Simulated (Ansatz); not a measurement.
# CH₃Cl + SiH₃ radical: a complex and its separated parts

The complex below is one end of an elementary step. How strongly is it bound against its free parts?

Program: Ansatz 0.2.0, Gaussian basis. Level of theory: PBE0-D4/def2-TZVP structures, single points in def2-TZVPP, no counterpoise correction. These are calculated values, not measurements.

Levels: SPW92, PBE-D4, BLYP-D4, r2SCAN-D4, B97M-V, PBE0-D4, B3LYP-D4, r2SCAN0-D4, BHLYP-D4, CAM-B3LYP-D4, wB97X-V, wB97M-V, B2PLYP, PBE-QIDH, RPA on PBE, Hartree-Fock, MP2, CCSD, CCSD(T).

Cores are frozen in the correlated methods. Orbitals are unrestricted. B3LYP uses VWN-RPA correlation. B2PLYP carries no dispersion term here.

94 further runs of the same task are left out: 94 set aside as unsound or not needed. Runs told in other sessions of the task aren't counted.

### 1 Starting geometry

The complex: 9 atoms, charge 0, spin multiplicity 2.

Atoms are counted from 1 here; the program's logs count them from 0.

Bond lengths: H1–C2 1.088 Å, C2–Cl3 1.774 Å, C2–H5 1.087 Å, C2–H6 1.087 Å, Si4–H7 1.485 Å, Si4–H8 1.489 Å, Si4–H9 1.484 Å. Angles: H1–C2–Cl3 108.3°, H1–C2–H5 110.4°, H1–C2–H6 110.5°, Cl3–C2–H5 108.5°, Cl3–C2–H6 108.6°, H5–C2–H6 110.4°, H7–Si4–H8 110.9°, H7–Si4–H9 111.8°, H8–Si4–H9 110.9°.

Geometry (Å):

```xyz
9

H    -0.4587   -1.1985    0.7987
C    -1.3471   -1.4076    0.2059
Cl   -1.4478   -0.2012   -1.0911
Si    1.5454    1.3772    0.0425
H    -2.2407   -1.3301    0.8205
H    -1.2804   -2.3951   -0.2443
H     1.9003    0.8833   -1.3118
H     2.7639    1.7819    0.7955
H     0.5649    2.4902   -0.0157
```

Its parts: CH₃Cl holds atoms 1, 2, 3, 5, 6; SiH₃ radical holds atoms 4, 7, 8, 9. Each part counts its atoms afresh in its own runs.

### 2 Relaxing CH₃Cl alone

The input, relax-a/in.yaml:

```yaml
crystal:
  periodic: [false, false, false]
  atoms:
    - {symbol: H, position_ang: [-0.458739, -1.198485, 0.798746]}
    - {symbol: C, position_ang: [-1.347077, -1.407593, 0.205850]}
    - {symbol: Cl, position_ang: [-1.447776, -0.201240, -1.091078]}
    - {symbol: H, position_ang: [-2.240692, -1.330065, 0.820506]}
    - {symbol: H, position_ang: [-1.280411, -2.395130, -0.244333]}
basis:
  gaussian: {orbitals: def2-TZVP}
hamiltonian: {xc: pbe0, dispersion: d4}
relax: {f_tol: 0.005, max_steps: 200}
```

On the command line:

```console
ansatz run in.yaml --threads 4 --pin off --events-out ev --progress --plain --max-ram 9574MiB
```

Standard output (excerpt; [...] marks lines left out):

```text
Functional definition: PBE0
  name "PBE0"
  cite "Adamo & Barone, J. Chem. Phys. 110, 6158 (1999) doi:10.1063/1.478522"
  cite "Perdew, Burke & Ernzerhof, Phys. Rev. Lett. 77, 3865 (1996) doi:10.1103/PhysRevLett.77.3865"
  parent pbe
[...]
580 factors; their error is unknown
[...]
mean field -13603.92448664 eV, -499.9350038127 hartree, gradient 5.3e-5 eV, S^2 0.000000; 0 other end points of the search recorded, 0 dependent functions left out
[...]
reference -13603.92450766 eV, -499.9350045855 hartree; 13, 13 occupied and 73, 73 virtual orbitals, 580 factors
[...]
reference -13603.92464171 eV, -499.9350095116 hartree; 13, 13 occupied and 73, 73 virtual orbitals, 580 factors
Total energy: -13603.96568924 eV, -499.9365179804 hartree
Atom 0 at    -0.459642    -1.200894     0.800007 Å, force    -0.003906    -0.002342    -0.001592 eV/Å
Atom 1 at    -1.346535    -1.405767     0.204770 Å, force     0.002798     0.000608     0.002690 eV/Å
Atom 2 at    -1.448869    -0.201243    -1.092158 Å, force    -0.000534     0.001718    -0.002225 eV/Å
Atom 3 at    -2.239726    -1.330259     0.820538 Å, force     0.001428    -0.000734    -0.000271 eV/Å
Atom 4 at    -1.279924    -2.394350    -0.243466 Å, force     0.000214     0.000750     0.001399 eV/Å
Dipole moment:     0.023053    -0.271316     0.292140 e Å
```

It took 1.9 s on 4 threads of Arm Neoverse V1, shared host.

Step by step:

| step | energy from step 1 (eV) | largest force component (eV/Å) |
| --- | --- | --- |
| 1 | 0.0000 | 0.0512 |
| 2 | -0.0001 | 0.0228 |
| 3 | -0.0001 | 0.0039 |

Distances of close pairs at the start and the end, largest changes first:

| bond | before (Å) | after (Å) | change (Å) |
| --- | --- | --- | --- |
| C2–Cl3 | 1.774 | 1.773 | -0.001 |
| H1–C2 | 1.088 | 1.088 | -0.001 |
| C2–H5 | 1.087 | 1.087 | +0.000 |
| C2–H4 | 1.087 | 1.088 | +0.000 |

### 3 Relaxing SiH₃ radical alone

The input, relax-b/in.yaml:

```yaml
crystal:
  periodic: [false, false, false]
  atoms:
    - {symbol: Si, position_ang: [1.545388, 1.377173, 0.042474]}
    - {symbol: H, position_ang: [1.900297, 0.883350, -1.311844]}
    - {symbol: H, position_ang: [2.763897, 1.781920, 0.795503]}
    - {symbol: H, position_ang: [0.564914, 2.490170, -0.015725]}
basis:
  gaussian: {orbitals: def2-TZVP}
magnetization: {spin_polarized: true, initial_magnetization: 1}
hamiltonian: {xc: pbe0, dispersion: d4}
relax: {f_tol: 0.005, max_steps: 200}
```

On the command line:

```console
ansatz run in.yaml --threads 4 --pin off --events-out ev --progress --plain --max-ram 9574MiB
```

Standard output (excerpt; [...] marks lines left out):

```text
[... 5 set-up lines as earlier in the session ...]
[...]
400 factors; their error is unknown
[...]
mean field -7921.47142471 eV, -291.1087054919 hartree, gradient 2.2e-5 eV, S^2 0.752994; 0 other end points of the search recorded, 0 dependent functions left out
[...]
Total energy: -7921.49978865 eV, -291.1097478475 hartree
Atom 0 at     1.549144     1.377632     0.045531 Å, force     0.000619     0.001112    -0.000732 eV/Å
Atom 1 at     1.895966     0.885474    -1.313078 Å, force    -0.000160     0.000098     0.000997 eV/Å
Atom 2 at     2.765337     1.781202     0.798101 Å, force    -0.001027    -0.000423    -0.000546 eV/Å
Atom 3 at     0.564049     2.488305    -0.020146 Å, force     0.000568    -0.000787     0.000280 eV/Å
Dipole moment:    -0.002881    -0.005115     0.003372 e Å
```

Run time: 1.1 s. Hardware: 4 threads of Arm Neoverse V1, shared host.

Step by step:

| step | energy from step 1 (eV) | largest force component (eV/Å) |
| --- | --- | --- |
| 1 | 0.0000 | 0.0765 |
| 2 | -0.0003 | 0.0121 |
| 3 | -0.0003 | 0.0011 |

Close pairs (by a distance rule), those that changed most:

| bond | before (Å) | after (Å) | change (Å) |
| --- | --- | --- | --- |
| Si1–H3 | 1.489 | 1.486 | -0.002 |
| Si1–H4 | 1.484 | 1.486 | +0.002 |
| Si1–H2 | 1.485 | 1.486 | +0.001 |

### 4 SPW92/def2-TZVPP

The input, parta/in.yaml:

```yaml
crystal:
  periodic: [false, false, false]
  atoms:
    - {symbol: H, position_ang: [-0.459642, -1.200894, 0.800007]}
    - {symbol: C, position_ang: [-1.346535, -1.405767, 0.204770]}
    - {symbol: Cl, position_ang: [-1.448869, -0.201243, -1.092158]}
    - {symbol: H, position_ang: [-2.239726, -1.330259, 0.820538]}
    - {symbol: H, position_ang: [-1.279924, -2.394350, -0.243466]}
basis:
  gaussian: {orbitals: def2-TZVPP}
hamiltonian: {xc: lda}
```

The input, partb/in.yaml:

```yaml
crystal:
  periodic: [false, false, false]
  atoms:
    - {symbol: Si, position_ang: [1.549144, 1.377632, 0.045531]}
    - {symbol: H, position_ang: [1.895966, 0.885474, -1.313078]}
    - {symbol: H, position_ang: [2.765337, 1.781202, 0.798101]}
    - {symbol: H, position_ang: [0.564049, 2.488305, -0.020146]}
basis:
  gaussian: {orbitals: def2-TZVPP}
magnetization: {spin_polarized: true, initial_magnetization: 1}
hamiltonian: {xc: lda}
```

The same command starts each run, in its folder.

On the command line:

```console
ansatz run in.yaml --threads 4 --pin off --events-out ev --progress --plain --max-ram 9574MiB
```

parta printed (excerpt; [...] marks lines left out):

```text
Functional definition: SPW92
  name "SPW92"
  cite "Dirac, Proc. Camb. Phil. Soc. 26, 376 (1930) doi:10.1017/S0305004100016108"
  cite "Slater, Phys. Rev. 81, 385 (1951) doi:10.1103/PhysRev.81.385"
  cite "Perdew & Wang, Phys. Rev. B 45, 13244 (1992) doi:10.1103/PhysRevB.45.13244"
[...]
651 factors; their error is unknown
[...]
mean field -13558.26362605 eV, -498.2569981360 hartree, gradient 5.4e-5 eV, S^2 0.000000; 0 other end points of the search recorded, 0 dependent functions left out
reference -13558.26365300 eV, -498.2569991266 hartree; 13, 13 occupied and 102, 102 virtual orbitals, 651 factors
Total energy: -13558.26365300 eV, -498.2569991266 hartree
```

Output in partb (excerpt; [...] marks lines left out):

```text
[... 5 set-up lines as earlier in the session ...]
[...]
465 factors; their error is unknown
[...]
mean field -7892.14779292 eV, -290.0310819001 hartree, gradient 4.9e-6 eV, S^2 0.751578; 0 other end points of the search recorded, 0 dependent functions left out
reference -7892.14782335 eV, -290.0310830182 hartree; 9, 8 occupied and 75, 76 virtual orbitals, 465 factors
Total energy: -7892.14782335 eV, -290.0310830182 hartree
```

Times: 0.3 s (parta), 0.25 s (partb) on 4 threads of Arm Neoverse V1, shared host.

### 5 PBE-D4/def2-TZVPP

Each input of step 4 (parta, partb) changes in the same lines:

```diff
-hamiltonian: {xc: lda}
+hamiltonian: {xc: pbe, dispersion: d4}
```

The same command starts each run, in its folder.

On the command line:

```console
ansatz run in.yaml --threads 4 --pin off --events-out ev --progress --plain --max-ram 9574MiB
```

Output in parta (excerpt; [...] marks lines left out):

```text
Functional definition: PBE
  name "PBE"
[... 2 set-up lines as earlier in the session ...]
[...]
651 factors; their error is unknown
[...]
mean field -13602.72218126 eV, -499.8908199052 hartree, gradient 6.6e-5 eV, S^2 0.000000; 0 other end points of the search recorded, 0 dependent functions left out
reference -13602.72221041 eV, -499.8908209762 hartree; 13, 13 occupied and 102, 102 virtual orbitals, 651 factors
Total energy: -13602.77249312 eV, -499.8926688318 hartree
```

partb printed (excerpt; [...] marks lines left out):

```text
[... 4 set-up lines as earlier in the session ...]
[...]
465 factors; their error is unknown
[...]
mean field -7920.60649596 eV, -291.0769199466 hartree, gradient 7.4e-5 eV, S^2 0.752840; 0 other end points of the search recorded, 0 dependent functions left out
reference -7920.60653077 eV, -291.0769212260 hartree; 9, 8 occupied and 75, 76 virtual orbitals, 465 factors
Total energy: -7920.64085476 eV, -291.0781826091 hartree
```

Wall times: 0.45 s (parta), 0.4 s (partb) on 4 threads of Arm Neoverse V1, shared host.

### 6 BLYP-D4/def2-TZVPP

Each input of step 5 (parta, partb) changes in the same lines:

```diff
-hamiltonian: {xc: pbe, dispersion: d4}
+hamiltonian: {xc: {name: BLYP}, dispersion: d4}
```

One command serves all of them, each in its own folder.

On the command line:

```console
ansatz run in.yaml --threads 4 --pin off --events-out ev --progress --plain --max-ram 9574MiB
```

parta printed (excerpt; [...] marks lines left out):

```text
Functional definition: BLYP
  name "BLYP"
  cite "Becke, Phys. Rev. A 38, 3098 (1988) doi:10.1103/PhysRevA.38.3098"
  cite "Lee, Yang & Parr, Phys. Rev. B 37, 785 (1988) doi:10.1103/PhysRevB.37.785"
[...]
651 factors; their error is unknown
[...]
mean field -13608.70133200 eV, -500.1105496419 hartree, gradient 6.1e-5 eV, S^2 0.000000; 0 other end points of the search recorded, 0 dependent functions left out
reference -13608.70160739 eV, -500.1105597623 hartree; 13, 13 occupied and 102, 102 virtual orbitals, 651 factors
Total energy: -13608.81949375 eV, -500.1148920062 hartree
```

Log of partb (excerpt; [...] marks lines left out):

```text
[... 4 set-up lines as earlier in the session ...]
[...]
465 factors; their error is unknown
[...]
mean field -7924.73084880 eV, -291.2284871178 hartree, gradient 7.4e-5 eV, S^2 0.751790; 0 other end points of the search recorded, 0 dependent functions left out
reference -7924.73111971 eV, -291.2284970735 hartree; 9, 8 occupied and 75, 76 virtual orbitals, 465 factors
Total energy: -7924.81108475 eV, -291.2314357346 hartree
```

They took 0.45 s (parta), 0.4 s (partb) on 4 threads of Arm Neoverse V1, shared host.

### 7 r2SCAN-D4/def2-TZVPP

The same edit goes into each in.yaml of step 6 (parta, partb):

```diff
-hamiltonian: {xc: {name: BLYP}, dispersion: d4}
+hamiltonian: {xc: r2scan, dispersion: d4}
```

Each run has its own folder and the same command.

On the command line:

```console
ansatz run in.yaml --threads 4 --pin off --events-out ev --progress --plain --max-ram 9574MiB
```

Output in parta (excerpt; [...] marks lines left out):

```text
Functional definition: r2SCAN
  name "r2SCAN"
  cite "Furness, Kaplan, Ning, Perdew & Sun, J. Phys. Chem. Lett. 11, 8208 (2020) doi:10.1021/acs.jpclett.0c02405"
  cite "Furness, Kaplan, Ning, Perdew & Sun, J. Phys. Chem. Lett. 11, 9248 (2020) doi:10.1021/acs.jpclett.0c03077"
  parent r2scan
[...]
651 factors; their error is unknown
[...]
mean field -13607.86634761 eV, -500.0798645317 hartree, gradient 2.2e-5 eV, S^2 0.000000; 0 other end points of the search recorded, 0 dependent functions left out
reference -13607.86635555 eV, -500.0798648233 hartree; 13, 13 occupied and 102, 102 virtual orbitals, 651 factors
Total energy: -13607.87764210 eV, -500.0802795965 hartree
```

Output in partb (excerpt; [...] marks lines left out):

```text
[... 5 set-up lines as earlier in the session ...]
[...]
465 factors; their error is unknown
[...]
mean field -7924.16091500 eV, -291.2075424371 hartree, gradient 2.4e-5 eV, S^2 0.755281; 0 other end points of the search recorded, 0 dependent functions left out
reference -7924.16092765 eV, -291.2075429019 hartree; 9, 8 occupied and 75, 76 virtual orbitals, 465 factors
Total energy: -7924.16852512 eV, -291.2078221037 hartree
```

Wall times: 1 s (parta), 0.95 s (partb) on 4 threads of Arm Neoverse V1, shared host.

### 8 B97M-V/def2-TZVPP

The same edit goes into each in.yaml of step 7 (parta, partb):

```diff
-hamiltonian: {xc: r2scan, dispersion: d4}
+hamiltonian: {xc: {name: B97M-V}}
```

The same command starts each run, in its folder.

On the command line:

```console
ansatz run in.yaml --threads 4 --pin off --events-out ev --progress --plain --max-ram 9574MiB
```

Log of parta (excerpt; [...] marks lines left out):

```text
Functional definition: B97M-V
  name "B97M-V"
  cite "Mardirossian & Head-Gordon, J. Chem. Phys. 142, 074111 (2015) doi:10.1063/1.4907719"
  cite "Becke, J. Chem. Phys. 107, 8554 (1997) doi:10.1063/1.475007"
  cite "Vydrov & Van Voorhis, J. Chem. Phys. 133, 244103 (2010) doi:10.1063/1.3521275"
  # Of w^i u^j: cxij and so on, Table III.
[...]
  gx(w, u) = cx00 + cx01*u + cx02*u^2 + (cx10 + cx11*u)*w
[...]
  gos(w, u) = cos00 + cos01*u + cos03*u^3 + cos10*w + cos32*w^3*u^2
[...]
      + integral(e_c_pw_mod_opposite_spin*gos(b97_w_opposite, b97_u_opposite)) + vv10(b, c)
651 factors; their error is unknown
[...]
mean field -13606.16993681 eV, -500.0175225847 hartree, gradient 5.3e-5 eV, S^2 0.000000; 0 other end points of the search recorded, 0 dependent functions left out
reference -13606.16997758 eV, -500.0175240828 hartree; 13, 13 occupied and 102, 102 virtual orbitals, 651 factors
Total energy: -13606.16997758 eV, -500.0175240828 hartree
```

Log of partb (excerpt; [...] marks lines left out):

```text
[... 5 set-up lines as earlier in the session ...]
  # Of w^i u^j: cxij and so on, Table III.
[...]
  gx(w, u) = cx00 + cx01*u + cx02*u^2 + (cx10 + cx11*u)*w
[...]
  gos(w, u) = cos00 + cos01*u + cos03*u^3 + cos10*w + cos32*w^3*u^2
[...]
      + integral(e_c_pw_mod_opposite_spin*gos(b97_w_opposite, b97_u_opposite)) + vv10(b, c)
465 factors; their error is unknown
[...]
mean field -7922.83471539 eV, -291.1588055002 hartree, gradient 4.1e-5 eV, S^2 0.753685; 0 other end points of the search recorded, 0 dependent functions left out
reference -7922.83476600 eV, -291.1588073602 hartree; 9, 8 occupied and 75, 76 virtual orbitals, 465 factors
Total energy: -7922.83476600 eV, -291.1588073602 hartree
```

They took 1.6 s (parta), 1.4 s (partb) on 4 threads of Arm Neoverse V1, shared host.

### 9 PBE0-D4/def2-TZVPP

The same edit goes into each in.yaml of step 8 (parta, partb):

```diff
-hamiltonian: {xc: {name: B97M-V}}
+hamiltonian: {xc: pbe0, dispersion: d4}
+output: {orbitals: {seedname: orbitals}}
```

One command serves all of them, each in its own folder.

On the command line:

```console
ansatz run in.yaml --threads 4 --pin off --events-out ev --progress --plain --max-ram 9574MiB
```

Output in parta (excerpt; [...] marks lines left out):

```text
[... 5 set-up lines as earlier in the session ...]
[...]
682 factors; their error is unknown
[...]
mean field -13603.95498771 eV, -499.9361247065 hartree, gradient 3.4e-5 eV, S^2 0.000000; 0 other end points of the search recorded, 0 dependent functions left out
reference -13603.95500913 eV, -499.9361254935 hartree; 13, 13 occupied and 102, 102 virtual orbitals, 682 factors
Total energy: -13603.99605665 eV, -499.9376339623 hartree
```

Log of partb (excerpt; [...] marks lines left out):

```text
[... 5 set-up lines as earlier in the session ...]
[...]
468 factors; their error is unknown
[...]
mean field -7921.48682767 eV, -291.1092715403 hartree, gradient 2.7e-5 eV, S^2 0.753053; 0 other end points of the search recorded, 0 dependent functions left out
reference -7921.48685399 eV, -291.1092725077 hartree; 9, 8 occupied and 75, 76 virtual orbitals, 468 factors
Total energy: -7921.51487419 eV, -291.1103022308 hartree
```

Times: 0.45 s (parta), 0.45 s (partb) on 4 threads of Arm Neoverse V1, shared host.

### 10 B3LYP-D4/def2-TZVPP

The same edit goes into each in.yaml of step 9 (parta, partb):

```diff
-hamiltonian: {xc: pbe0, dispersion: d4}
-output: {orbitals: {seedname: orbitals}}
+hamiltonian: {xc: {name: B3LYP}, dispersion: d4}
```

Each run has its own folder and the same command.

On the command line:

```console
ansatz run in.yaml --threads 4 --pin off --events-out ev --progress --plain --max-ram 9574MiB
```

Output in parta (excerpt; [...] marks lines left out):

```text
Functional definition: B3LYP
  name "B3LYP"
  cite "Stephens, Devlin, Chabalowski & Frisch, J. Phys. Chem. 98, 11623 (1994) doi:10.1021/j100096a001"
[... 2 set-up lines as earlier in the session ...]
  cite "Vosko, Wilk & Nusair, Can. J. Phys. 58, 1200 (1980) doi:10.1139/p80-159"
[...]
670 factors; their error is unknown
[...]
mean field -13610.00946589 eV, -500.1586226756 hartree, gradient 4.6e-5 eV, S^2 0.000000; 0 other end points of the search recorded, 0 dependent functions left out
reference -13610.00966764 eV, -500.1586300899 hartree; 13, 13 occupied and 102, 102 virtual orbitals, 670 factors
Total energy: -13610.09148787 eV, -500.1616369280 hartree
```

Log of partb (excerpt; [...] marks lines left out):

```text
[... 6 set-up lines as earlier in the session ...]
[...]
468 factors; their error is unknown
[...]
mean field -7925.67558562 eV, -291.2632055556 hartree, gradient 7.3e-5 eV, S^2 0.751952; 0 other end points of the search recorded, 0 dependent functions left out
reference -7925.67578845 eV, -291.2632130097 hartree; 9, 8 occupied and 75, 76 virtual orbitals, 468 factors
Total energy: -7925.73174399 eV, -291.2652693377 hartree
```

They took 0.55 s (parta), 0.4 s (partb) on 4 threads of Arm Neoverse V1, shared host.

### 11 r2SCAN0-D4/def2-TZVPP

The same edit goes into each in.yaml of step 10 (parta, partb):

```diff
-hamiltonian: {xc: {name: B3LYP}, dispersion: d4}
+hamiltonian: {xc: {name: r2SCAN0}, dispersion: d4}
```

One command serves all of them, each in its own folder.

On the command line:

```console
ansatz run in.yaml --threads 4 --pin off --events-out ev --progress --plain --max-ram 9574MiB
```

parta printed (excerpt; [...] marks lines left out):

```text
Functional definition: r2SCAN0
  name "r2SCAN0"
  cite "Bursch, Neugebauer, Ehlert & Grimme, J. Chem. Phys. 156, 134105 (2022) doi:10.1063/5.0086040"
[... 3 set-up lines as earlier in the session ...]
[...]
682 factors; their error is unknown
[...]
mean field -13607.70352852 eV, -500.0738810402 hartree, gradient 5.8e-5 eV, S^2 0.000000; 0 other end points of the search recorded, 0 dependent functions left out
reference -13607.70353483 eV, -500.0738812722 hartree; 13, 13 occupied and 102, 102 virtual orbitals, 682 factors
Total energy: -13607.71661126 eV, -500.0743618222 hartree
```

partb printed (excerpt; [...] marks lines left out):

```text
[... 6 set-up lines as earlier in the session ...]
[...]
468 factors; their error is unknown
[...]
mean field -7924.07966942 eV, -291.2045567171 hartree, gradient 4.7e-5 eV, S^2 0.754660; 0 other end points of the search recorded, 0 dependent functions left out
reference -7924.07967936 eV, -291.2045570823 hartree; 9, 8 occupied and 75, 76 virtual orbitals, 468 factors
Total energy: -7924.08853605 eV, -291.2048825597 hartree
```

Times: 1.1 s (parta), 0.9 s (partb) on 4 threads of Arm Neoverse V1, shared host.

### 12 BHLYP-D4/def2-TZVPP

Each input of step 11 (parta, partb) changes in the same lines:

```diff
-hamiltonian: {xc: {name: r2SCAN0}, dispersion: d4}
+hamiltonian: {xc: {name: BHLYP}, dispersion: d4}
```

One command serves all of them, each in its own folder.

On the command line:

```console
ansatz run in.yaml --threads 4 --pin off --events-out ev --progress --plain --max-ram 9574MiB
```

parta printed (excerpt; [...] marks lines left out):

```text
Functional definition: BHLYP
  name "BHLYP"
  cite "Becke, J. Chem. Phys. 98, 1372 (1993) doi:10.1063/1.464304"
[... 2 set-up lines as earlier in the session ...]
[...]
742 factors; their error is unknown
[...]
mean field -13608.72317305 eV, -500.1113522856 hartree, gradient 3.9e-5 eV, S^2 0.000000; 0 other end points of the search recorded, 0 dependent functions left out
reference -13608.72330864 eV, -500.1113572686 hartree; 13, 13 occupied and 102, 102 virtual orbitals, 742 factors
Total energy: -13608.77972078 eV, -500.1134303766 hartree
```

Output in partb (excerpt; [...] marks lines left out):

```text
[... 5 set-up lines as earlier in the session ...]
[...]
487 factors; their error is unknown
[...]
mean field -7924.93207480 eV, -291.2358820372 hartree, gradient 6.2e-5 eV, S^2 0.752286; 0 other end points of the search recorded, 0 dependent functions left out
reference -7924.93221204 eV, -291.2358870803 hartree; 9, 8 occupied and 75, 76 virtual orbitals, 487 factors
Total energy: -7924.97159725 eV, -291.2373344602 hartree
```

They took 0.5 s (parta), 0.45 s (partb) on 4 threads of Arm Neoverse V1, shared host.

[end of part 1 of 2]
